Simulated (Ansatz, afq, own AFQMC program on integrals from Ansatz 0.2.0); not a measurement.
## SiC, triplet: AFQMC among the cluster methods

```xyz
2

Si    0.0000    0.0000    0.0000
C     0.0000    0.0000    1.7100
```

Basis 6-31G. Only valence electrons are correlated. Ansatz 0.2.0 and our own AFQMC program on the same integrals; the CISD trial comes from CCSD amplitudes, and released means the phaseless constraint is let go. Error bars are statistical, one sigma.

Determinant: UHF, the one that the program's search chose, which needn't be the lowest solution. The geometry is a point of a scan.

Full CI on the same integrals is exact in this basis and with this determinant's frozen core.

Cautions: lower spins were not checked; strong correlation (T1 0.097, weight of the determinant 0.74, largest double 0.18); unrestricted determinant spin contaminated (⟨S²⟩ 2.55 against 2.00).

* T1 diagnostic: 0.0966
* weight of the determinant in the CISD state: 0.741
* ⟨S²⟩ of the determinant: 2.547
* size of the correlated space: 8 electrons in 16 orbitals

```json
{"level": "MP2", "correlation energy (eV)": "-1.8892"}
{"level": "CCSD", "correlation energy (eV)": "-2.9509"}
{"level": "CCSD(T)", "correlation energy (eV)": "-3.0638"}
```

Question: Estimate where full CI lies against CCSD(T) on the same integrals.

Answer: 7.2 kJ/mol below CCSD(T).

Reference: full CI, correlation energy -3.138 eV. The released energy is read at 2.40 1/Eh (meV from the phaseless value at times in 1/Eh: -5 ± 4 at 0.24, -11 ± 4 at 0.51, -20 ± 3 at 0.99, -32 ± 4 at 1.62, -30 ± 4 at 2.40). The cautions show a poor starting determinant, so the rows tell how each method copes with it here, and full CI is the sure value.

```
         level  E − E(reference) (kJ/mol)  share of correlation (%)
       CCSD(T)                        7.2                     97.63
         CCSDT                        3.0                     99.02
      CCSDT(Q)                        1.1                     99.64
        CCSDTQ                        0.3                     99.89
   ph-AFQMC/HF                  1.3 ± 2.2                     99.58
 ph-AFQMC/CISD                  3.5 ± 0.4                     98.85
released AFQMC                  0.6 ± 0.4                     99.79
```

CCSDT and higher add their correlation energy to the determinant of the CCSD(T) run, since their own runs factorise the integrals more tightly (a shift of under 2 meV). A walk keeps the symmetry of its determinant, which the program's search chose and which needn't be the lowest solution, so a lower state of the same spin and another symmetry isn't excluded. Released energies are given only where the last usable release times agree within the noise; a slower fall can still hide under it.
